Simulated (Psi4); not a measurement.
# B3LYP/def2-TZVPPD run of AlH (SMILES [AlH])

Aim: the energy change on altering one bond length of AlH at B3LYP/def2-TZVPPD, from 2 runs. 

Program for the calculation: Psi4 1.11.

2 further runs of the same task are left out: 2 set aside as unsound or not needed.

## (1) Starting point

AlH has 2 atoms, charge 0, and is taken as a singlet. As SMILES, `[AlH]`. The coordinates come from a PBE0-D4/def2-TZVP relaxation.

Bond lengths: Al1–H2 1.665 Å.

## (2) The energy at B3LYP/def2-TZVPPD

Contents of job.inp:

```
memory 1600 MB

molecule {
  0 1
  Al
  H 1 1.66475
  symmetry c1
  no_reorient
  no_com
}

set {
  basis def2-TZVPPD
  reference rks
  puream true
  e_convergence 1e-09
  d_convergence 1e-08
  scf_type pk
  dft_radial_points 99
  dft_spherical_points 590
}

E = energy('b3lyp')
print_variables()
```

The run is started by

```console
$ psi4 -n 1 job.inp job.out
```

job.out:

```text
[...]
  Running in c1 symmetry.
[...]
  Nuclear repulsion =    4.132334427817991
[...]
  Multiplicity = 1
[...]
  Nalpha       = 7
  Nbeta        = 7
[...]
    Number of basis functions: 65
[...]
   @RKS iter   1:  -242.97942756064430   -3.50320e-01   3.80302e-03 DIIS/ADIIS
[...]
   @RKS iter   8:  -243.00628433382781   -6.79279e-12   6.59424e-09 DIIS
[...]
    Orbital Energies [Eh]
    ---------------------
    Doubly Occupied:
       1A    -56.037602     2A     -4.140936     3A     -2.695234
       4A     -2.695234     5A     -2.687810     6A     -0.365133
       7A     -0.208926
[...]
  @RKS Final Energy:  -243.00628433382781
   => Energetics <=
    Nuclear Repulsion Energy =              4.1323344278179910
    One-Electron Energy =                -345.7010633369037578
    Two-Electron Energy =                 113.8539203225371210
    DFT Exchange-Correlation Energy =     -15.2914757472791170
    Empirical Dispersion Energy =           0.0000000000000000
    VV10 Nonlocal Energy =                  0.0000000000000000
    Total Energy =                       -243.0062843338277787
[...]
 Multipole Moments:
 ------------------------------------------------------------------------------------
     Multipole            Electronic (a.u.)      Nuclear  (a.u.)        Total (a.u.)
 ------------------------------------------------------------------------------------
 L = 1.  Multiply by 2.5417464519 to convert [e a0] to [Debye]
 Dipole X            :          0.0000000            0.0000000            0.0000000
 Dipole Y            :         -0.0000000            0.0000000           -0.0000000
 Dipole Z            :         -1.6598495            1.5600499           -0.0997996
 Magnitude           :                                                    0.0997996
[...]
```

Wall time 2.8 s (1 thread of Intel Xeon 6975P-C (Granite Rapids), shared host); peak memory 0.45 GiB.

## (3) The distorted shape, same level

Contents of alh.inp:

```
memory 1600 MB

molecule molecule1 {
  Al
  H 1 2.4971
  symmetry c1
}

set {
  reference            rks
  puream               true
  e_convergence        1e-09
  d_convergence        1e-08
  scf_type             pk
  dft_radial_points    99
  dft_spherical_points 590
}

e_tot, wfn = energy('b3lyp/def2-TZVPPD', return_wfn=True)
oeprop(wfn, 'WIBERG_LOWDIN_INDICES', 'QUADRUPOLE', 'MULLIKEN_CHARGES', title='B3LYP')
print_variables()
```

The run is started by

```console
$ psi4 -n 1 alh.inp alh.out
```

alh.out:

```text
[...]
  Running in c1 symmetry.
[...]
  Nuclear repulsion =    2.754917199435346
[...]
  Multiplicity = 1
[...]
  Nalpha       = 7
  Nbeta        = 7
[...]
    Number of basis functions: 65
[...]
   @RKS iter   1:  -242.92060186727755   -3.69998e-01   3.64122e-03 ADIIS/DIIS
[...]
   @RKS iter  10:  -242.95804156653406   -6.25278e-13   4.90386e-10 DIIS
[...]
    Orbital Energies [Eh]
    ---------------------
    Doubly Occupied:
       1A    -56.087902     2A     -4.186930     3A     -2.740309
       4A     -2.740309     5A     -2.735521     6A     -0.336467
       7A     -0.199756
[...]
  @RKS Final Energy:  -242.95804156653406
   => Energetics <=
    Nuclear Repulsion Energy =              2.7549171994353459
    One-Electron Energy =                -342.5086515378574745
    Two-Electron Energy =                 112.0128624675757862
    DFT Exchange-Correlation Energy =     -15.2171696956877120
    Empirical Dispersion Energy =           0.0000000000000000
    VV10 Nonlocal Energy =                  0.0000000000000000
    Total Energy =                       -242.9580415665340638
[...]
 Multipole Moments:
 ------------------------------------------------------------------------------------
     Multipole            Electronic (a.u.)      Nuclear  (a.u.)        Total (a.u.)
 ------------------------------------------------------------------------------------
 L = 1.  Multiply by 2.5417464519 to convert [e a0] to [Debye]
 Dipole X            :          0.0000000            0.0000000            0.0000000
 Dipole Y            :         -0.0000000            0.0000000           -0.0000000
 Dipole Z            :         -3.7794590            2.3400514           -1.4394076
 Magnitude           :                                                    1.4394076
 L = 2.  Multiply by 1.3450342976 to convert [e a0^2] to [Debye ang]
 Quadrupole XX       :         -9.5229543            0.0000000           -9.5229543
 Quadrupole XY       :          0.0000000            0.0000000            0.0000000
[...]
  Mulliken Charges: (a.u.)
   Center  Symbol    Alpha    Beta     Spin     Total
       1    AL     6.38044  6.38044  0.00000  0.23911
       2     H     0.61956  0.61956  0.00000 -0.23911
   Total alpha =  7.00000, Total beta =  7.00000, Total charge = -0.00000
  Wiberg Bond Indices using Orthogonal Lowdin Orbitals:
[...]
```

Run time: 3 s. Hardware: 1 thread of Intel Xeon 6975P-C (Granite Rapids), shared host; peak memory 0.44 GiB.

## (4) What came out

At B3LYP/def2-TZVPPD:

| quantity | value |
| --- | --- |
| first shape: total energy | -243.00628 Eh |
| first shape: dipole moment | 0.25 D |
| first shape: HOMO energy | -5.69 eV |
| first shape: LUMO energy | -1.96 eV |
| first shape: HOMO–LUMO gap | 3.72 eV |
| distorted shape: total energy | -242.95804 Eh |
| distorted shape: dipole moment | 3.66 D |
| distorted shape: HOMO energy | -5.44 eV |
| distorted shape: LUMO energy | -2.45 eV |
| distorted shape: HOMO–LUMO gap | 2.98 eV |
| energy change with the Al1–H2 bond stretched from 1.665 to 2.497 Å | 1.313 eV |

What this shows: One bond (distorted shape) is far stretched, which a spin-restricted single reference describes badly; a broken-symmetry solution may lie lower. With the Al1–H2 bond stretched from 1.665 to 2.497 Å the energy rises by 1.31 eV (30 kcal/mol). The first shape isn't relaxed at this level, so the change isn't measured from a minimum. A restricted reference can't describe the breaking bond well at this length.
